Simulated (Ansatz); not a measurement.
# AlH4 (quartet): the correlation ladder, def2-QZVPP

The task here is to estimate one member of a computed series from the others.

Program: Ansatz 0.2.0, Gaussian basis. Level of theory: def2-QZVPP, core rule «outside noble gas», up to 5 orbitals frozen. These are calculated values, not measurements.

The runs, in order: UHF; ROHF; CCSD(T) on UHF.

2 further runs of the same task are left out: 2 set aside as unsound or not needed.

## The geometry

The geometry is a PBE0/def2-TZVP stationary point (not a proven minimum) of the parent state, kept for this charge and spin.

5 atoms, charge 0, spin multiplicity 4.

Atoms are counted from 1 here; the program's logs count them from 0.

Bond lengths: Al1–H4 1.595 Å, Al1–H5 1.595 Å, H2–H3 0.766 Å. Angles: H4–Al1–H5 120.0°.

The first run:

The input, in.yaml:

```yaml
crystal:
  periodic: [false, false, false]
  atoms:
    - {symbol: Al, position_ang: [-0.059867, 0.000147, -0.132768]}
    - {symbol: H, position_ang: [0.448722, 0.001802, 1.985772]}
    - {symbol: H, position_ang: [-0.317066, -0.008906, 1.956389]}
    - {symbol: H, position_ang: [0.733301, 1.383310, -0.188797]}
    - {symbol: H, position_ang: [0.737612, -1.380129, -0.199290]}
basis:
  gaussian: {orbitals: "def2-QZVPP.json"}
magnetization: {spin_polarized: true, initial_magnetization: 3}
hamiltonian: {xc: hf}
output: {orbitals: {seedname: orbitals}}
```

Run with:

```bash
> ansatz run in.yaml --threads 1 --pin off --events-out ev --progress --plain --max-ram 2393MiB
```

Steps of the session up to this table: UHF; ROHF; CCSD(T) on UHF.

One of the session's tables, all rows but one given; the rest of the session is left out.

It belongs to the step «Misses and costs». 

```
  method  from UCCSD(T) (meV)
    ROHF                    ?
     UHF              +3547.1
    UMP2               +908.5
   UCCSD               +121.1
UCCSD(T)                    0
```

**Question.** Estimate the row for ROHF.

As computed: from UCCSD(T) (meV): +3612.2. In the column «from UCCSD(T) (meV)» it is the highest.

The program flags UCCSD(T) as in doubt (see the logs), so the zero of the table is itself unsure.

Caveats from the session: The report flags that the cluster equations may have other roots. The program flags UCCSD(T) as in doubt, so the zero of the table is itself unsure. Warnings: coupled cluster took another determinant than the lowest.
